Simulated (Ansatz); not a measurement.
# H3S+ (triplet): wave-function methods side by side at distance S1–H3 = 2.113 Å, cc-pVDZ

Aim: climb from Hartree-Fock through coupled cluster and multireference methods for H3S+ (triplet) at one geometry and basis, and see what each rung misses.

Method: cc-pVDZ, core rule «outside noble gas», up to 5 orbitals frozen; program: Ansatz 0.2.0, Gaussian basis.

The runs, in order: UHF; CCSD(T) on ROHF; CCSD(T) on UHF; BCCD(T) on ROHF; CISD; CCSDT(Q) on ROHF; CCSDT(Q) on UHF; CASSCF and MRCISD+Q, 4 electrons in 4 orbitals; CASSCF and NEVPT2, 4 electrons in 4 orbitals; CASSCF and MRCISD+Q, 8 electrons in 7 orbitals; CASSCF and NEVPT2, 8 electrons in 7 orbitals.

23 further runs of the same task are left out: 1 for a mislabelled method, 16 that didn't finish, 6 set aside as unsound or not needed.

### 1 The geometry

The geometry derives from a PBE0/def2-TZVP stationary point (not a proven minimum). One bond is set to the value named and the two fragments are kept rigid.

4 atoms, charge 1, spin multiplicity 3.

Atoms are counted from 1 here; the program's logs count them from 0.

Bond lengths: S1–H2 1.357 Å, S1–H4 1.520 Å. Angles: H2–S1–H4 89.9°.

Geometry (Å):

```xyz
4
H3S
S     0.00000   -0.03913   -0.01703
H     0.00000    1.31835   -0.01703
H     0.00000   -0.03647    2.09597
H     0.00000   -0.03721   -1.53716
```

### 2 UHF

Contents of in.yaml:

```yaml
crystal:
  periodic: [false, false, false]
  atoms:
    - {symbol: S, position_ang: [0.000000, -0.039125, -0.017030]}
    - {symbol: H, position_ang: [0.000000, 1.318355, -0.017030]}
    - {symbol: H, position_ang: [0.000000, -0.036469, 2.095968]}
    - {symbol: H, position_ang: [0.000000, -0.037214, -1.537157]}
basis:
  gaussian: {orbitals: cc-pVDZ}
total_charge: 1
magnetization: {spin_polarized: true, initial_magnetization: 2}
hamiltonian: {xc: hf}
output: {orbitals: {seedname: orbitals}}
```

Command:

```console
$ ansatz run in.yaml --threads 1 --pin off --events-out ev --progress --plain --max-ram 2393MiB
```

After this run come: CCSD(T) on ROHF; CCSD(T) on UHF; BCCD(T) on ROHF; CISD; CCSDT(Q) on ROHF; CCSDT(Q) on UHF; CASSCF and MRCISD+Q, 4 electrons in 4 orbitals; CASSCF and NEVPT2, 4 electrons in 4 orbitals; CASSCF and MRCISD+Q, 8 electrons in 7 orbitals; CASSCF and NEVPT2, 8 electrons in 7 orbitals.

**Question.** What will the summary of the whole plan be? Wanted: UCCSDT(Q) below the RHF energy; RMP2 from UCCSDT(Q); UMP2 from UCCSDT(Q); RCCSD from UCCSDT(Q); RCCSD(T) from UCCSDT(Q); UCCSD(T) from UCCSDT(Q); RCCSDT(Q) from UCCSDT(Q); NEVPT2 pair from UCCSDT(Q); MRCISD+Q pair from UCCSDT(Q).

**Answer**, as computed:

| quantity | value |
| --- | --- |
| UCCSDT(Q) below the RHF energy | -4.2866 eV |
| RMP2 from UCCSDT(Q) | +80.9 kJ/mol |
| UMP2 from UCCSDT(Q) | +82.2 kJ/mol |
| RCCSD from UCCSDT(Q) | +11.2 kJ/mol |
| RCCSD(T) from UCCSDT(Q) | +2.2 kJ/mol |
| UCCSD(T) from UCCSDT(Q) | +2.2 kJ/mol |
| RCCSDT(Q) from UCCSDT(Q) | 0.0 kJ/mol |
| NEVPT2 pair from UCCSDT(Q) | +68.6 kJ/mol |
| MRCISD+Q pair from UCCSDT(Q) | -0.7 kJ/mol |
| NEVPT2 valence from UCCSDT(Q) | +64.0 kJ/mol |
| levels within 1 kcal/mol (43 meV) | RCCSD(T), UCCSD(T), BCCD(T), RCCSDT, UCCSDT, RCCSDT(Q), MRCISD+Q pair, MRCISD+Q valence |
| T1 diagnostic | 0.021 |
| effectively unpaired electrons | 2.02 |

RCCSD(T) misses by +2.2 kJ/mol, 0.5 % of the correlation energy. One determinant dominates. Of the multireference levels listed MRCISD+Q pair comes nearest in total energy (-0.7 kJ/mol), which doesn't show that its space is the better one. These misses are within one basis, not against nature; the frozen cores of restricted and unrestricted runs differ, which can shift their rows.
